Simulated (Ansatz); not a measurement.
A nudged elastic band was laid between two geometries of BClH3N (6 atoms, charge 0, multiplicity 1).

Method: Ansatz 0.2.0, RHF/def2-SVPD.

```yaml
movable_images: 7
climbing_image: yes
spring: 5.0 eV/Å²
optimiser: quadratic models (default)
start_path: through a guess of the saddle point
force_threshold: 0.03 eV/Å
iteration_limit: 60
end_points: relaxed
```

First end point:

```xyz
6
Properties=species:S:1:pos:R:3
B 0.204 0.066 -0.073
Cl 0.486 -0.408 1.635
H 1.135 0.442 -0.712
N -1.072 -0.014 -0.601
H -1.861 -0.329 -0.077
H -1.271 0.242 -1.544
```

Last end point:

```xyz
6
Properties=species:S:1:pos:R:3
B -0.523 0.003 -0.317
Cl 2.557 -0.041 1.729
H 1.482 -0.024 1.011
N -1.664 0.017 -1.068
H -2.553 -0.268 -0.703
H -1.677 0.313 -2.025
```

Task: Which bonds break or form, and what moves?

Result: Bonds broken: B1–Cl2, B1–H3. Bonds formed: Cl2–H3. BClH3N becomes BH2N + ClH.

Task: What energy profile does the band end with?

Result: The forces met the threshold. The highest image is number 4 of 0 to 8, 396.3 kJ/mol above the first end and 37.8 kJ/mol above the last; the last end lies 358.5 kJ/mol above the first. Neighbouring images differ by up to 2.3 eV, so the band resolves the path poorly. A vibrational analysis at the climbing image gives one clearly imaginary mode, 813i cm⁻¹: a first-order saddle point. The orbitals stay closed-shell, which can raise the energy where a bond breaks towards radicals; this wasn't checked here.

```json
{"image": "0", "path coordinate (Å)": "0.00", "energy (kJ/mol)": "0.0", "B1–Cl2 (Å)": "1.80", "B1–H3 (Å)": "1.19", "Cl2–H3 (Å)": "2.58"}
{"image": "1", "path coordinate (Å)": "0.65", "energy (kJ/mol)": "95.1", "B1–Cl2 (Å)": "1.97", "B1–H3 (Å)": "1.16", "Cl2–H3 (Å)": "2.32"}
{"image": "2", "path coordinate (Å)": "1.30", "energy (kJ/mol)": "314.8", "B1–Cl2 (Å)": "2.56", "B1–H3 (Å)": "1.14", "Cl2–H3 (Å)": "2.21"}
{"image": "3", "path coordinate (Å)": "1.94", "energy (kJ/mol)": "388.2", "B1–Cl2 (Å)": "3.01", "B1–H3 (Å)": "1.20", "Cl2–H3 (Å)": "1.99"}
{"image": "4", "path coordinate (Å)": "2.59", "energy (kJ/mol)": "396.3", "B1–Cl2 (Å)": "3.05", "B1–H3 (Å)": "1.38", "Cl2–H3 (Å)": "1.67"}
{"image": "5", "path coordinate (Å)": "2.89", "energy (kJ/mol)": "380.7", "B1–Cl2 (Å)": "3.11", "B1–H3 (Å)": "1.72", "Cl2–H3 (Å)": "1.39"}
{"image": "6", "path coordinate (Å)": "3.19", "energy (kJ/mol)": "365.3", "B1–Cl2 (Å)": "3.32", "B1–H3 (Å)": "2.00", "Cl2–H3 (Å)": "1.32"}
{"image": "7", "path coordinate (Å)": "3.49", "energy (kJ/mol)": "359.5", "B1–Cl2 (Å)": "3.56", "B1–H3 (Å)": "2.26", "Cl2–H3 (Å)": "1.30"}
{"image": "8", "path coordinate (Å)": "3.78", "energy (kJ/mol)": "358.5", "B1–Cl2 (Å)": "3.70", "B1–H3 (Å)": "2.41", "Cl2–H3 (Å)": "1.29"}
```

Task: What is the geometry of the highest image?

Result: 
```xyz
6
Properties=species:S:1:pos:R:3:forces:R:3
B -0.254 0.065 -0.235 0.00 -0.01 0.02
Cl 2.096 -0.033 1.705 0.01 0.00 0.01
H 0.852 0.065 0.597 -0.02 0.01 -0.04
N -1.385 -0.009 -0.957 0.00 -0.01 0.03
H -2.193 -0.500 -0.620 -0.01 0.00 -0.01
H -1.493 0.411 -1.862 0.02 0.01 -0.01
```

Time of the run: 6.1 min on 1 thread of Arm Neoverse V2, on a shared host, peak memory 0.16 GiB.
